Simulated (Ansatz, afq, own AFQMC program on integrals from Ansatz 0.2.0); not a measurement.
**AlNH$_{3}$⁺, triplet: AFQMC among the cluster methods**

```xyz
5

Al    0.0000   -0.1040    0.6488
N     0.0000    0.0875   -1.1147
H     0.0000    1.2565    1.4988
H     0.0000    0.9771   -1.5913
H     0.0000   -0.6657   -1.7833
```

Connectivity, by distances: AlH–NH2.

Basis cc-pVDZ. Only valence electrons are correlated. Integrals, coupled cluster, full CI and functionals: Ansatz 0.2.0; the random walks run on the same integrals in our own AFQMC program. The CISD trial takes its coefficients from CCSD amplitudes. Released means that phaseless walkers are propagated on without the constraint, phases kept. Error bars are statistical, one sigma.

Determinant: UHF, the one that the program's search chose, which needn't be the lowest solution. The geometry is a PBE0/def2-TZVP stationary point of this or a neighbouring charge and spin state.

No full CI on the walks' own integrals is used here; CCSDT(Q) serves as the reference and is uncertain by about the last step of the cluster series.

Cautions: another spin lies lower (by 2.02 eV); the released energies have errors that jump between times, so the bars are unsure, so no released level is given (meV from the phaseless value at times in 1/Eh: -3.8 ± 1.3 at 0.24, -5.5 ± 0.9 at 0.51, -8.8 ± 1.6 at 0.99, -3 ± 7 at 1.62, -9.2 ± 1.0 at 2.40), though the last usable value meets CCSDT(Q) within the noise.

* T1 diagnostic: 0.0116
* weight of the determinant in the CISD state: 0.917
* ⟨S²⟩ of the determinant: 2.011
* size of the correlated space: 10 electrons in 41 orbitals

Reference: CCSDT(Q), correlation energy -5.659 eV.

| level | E − E(reference) (mEh) | share of correlation (%) |
| --- | --- | --- |
| HF | 207.96 | 0.00 |
| MP2 | 33.40 | 83.94 |
| CCSD | 4.42 | 97.87 |
| CCSD(T) | 0.86 | 99.59 |
| CCSDT | 0.23 | 99.89 |
| ph-AFQMC/CISD | 0.29 ± 0.05 | 99.86 |

A walk keeps the symmetry of its determinant, which the program's search chose and which needn't be the lowest solution, so a lower state of the same spin and another symmetry isn't excluded.
